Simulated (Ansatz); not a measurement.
`C[Si]F` + H₂ → `F[SiH]` + CH₄ at 700 K and 1 bar (hydrogenolysis of the Si–C bond).

Calculated with Ansatz (gas phase, PBE0-D4/def2-TZVP geometries, no zero-point term in ΔE). CCSD(T)/CBS is frozen-core, at the limit of the def2 triple- and quadruple-zeta sets.

```tsv
species	CCSD(T)/CBS energy (Eh)	H − E (kJ/mol)	S (J/(mol·K))
`C[Si]F`	-428.74117	145.4	354.0
H₂	-1.17463	46.8	155.3
`F[SiH]`	-389.46051	50.0	276.0
CH₄	-40.45885	145.9	224.0
```

H − E and S are ideal-gas, rigid-rotor, harmonic terms from PBE0-D4/def2-TZVP. 1 Eh = 2625.50 kJ/mol, R = 8.31446 J/(mol·K).

Task: By hand: ΔE, ΔH, ΔS and ΔG.

Result: ΔE = (-389.46051) + (-40.45885) − (-428.74117) − (-1.17463) = -0.00356 Eh = -9.3 kJ/mol. Δ(H − E) = 50.0 + 145.9 − 145.4 − 46.8 = 3.7, so ΔH = -5.6 kJ/mol. ΔS = 276.0 + 224.0 − 354.0 − 155.3 = -9.3 J/(mol·K). ΔG = -5.6 − 700 × (-9.3)/1000 = 0.9 kJ/mol.

Task: By hand: the equilibrium constant, and the temperature at which ΔG would vanish if ΔH and ΔS stayed fixed.

Result: log₁₀ K = −ΔG/(RT ln 10) = -0.1. ΔG = 0 at ΔH/ΔS = 602 K, though so small a ΔH makes that figure unsure.

TΔS isn't small against ΔH here. The sign of ΔG lies within the doubt. A doubt of 5 kJ/mol in ΔE shifts log₁₀ K by 0.4 here. These are equilibria of isolated gas molecules and say nothing of rates. Largest T1 diagnostic: 0.015 (customary marks: 0.02 for closed shells, 0.045 for open ones).
